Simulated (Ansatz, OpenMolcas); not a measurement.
**[BCl2]+ (SMILES Cl[B+]Cl): the vertical energy of the triplet above the singlet, rung by rung**

The species is [BCl2]+ (3 atoms), meant as a singlet with charge +1. SMILES: `Cl[B+]Cl`. The shape is that of a PBE0-D4/def2-TZVP optimisation.

```csv
atom,x (Å),y (Å),z (Å)
Cl,-1.2679,0.7857,-0.6053
B,0.0000,0.0000,0.0000
Cl,1.2679,-0.7857,0.6053
```

Quantity: the vertical energy of the triplet above the singlet, in eV. The values are calculated.

```
         level                    kind     program  value (eV)  CPU time (all runs)
 SVWN5/cc-pVTZ                     LDA  OpenMolcas        6.17                 35 s
  BLYP/cc-pVTZ                     GGA  OpenMolcas        6.03                 59 s
  TPSS/cc-pVTZ                meta-GGA  OpenMolcas        6.06                 65 s
r2SCAN/cc-pVTZ                meta-GGA  OpenMolcas        6.15                 65 s
 B3LYP/cc-pVTZ           global hybrid      Ansatz        6.25                 74 s
  PBE0/cc-pVTZ           global hybrid  OpenMolcas        6.28                 44 s
 wB97X/cc-pVTZ  range-separated hybrid      Ansatz        6.66              3.3 min
  CCSD/cc-pVTZ   coupled cluster or CI      Ansatz        6.90                 65 s
```

The values span 6.03 to 6.90 eV. CPU times are rough (shared hosts, several kinds of processor): they show what a rung costs within a factor of a few.
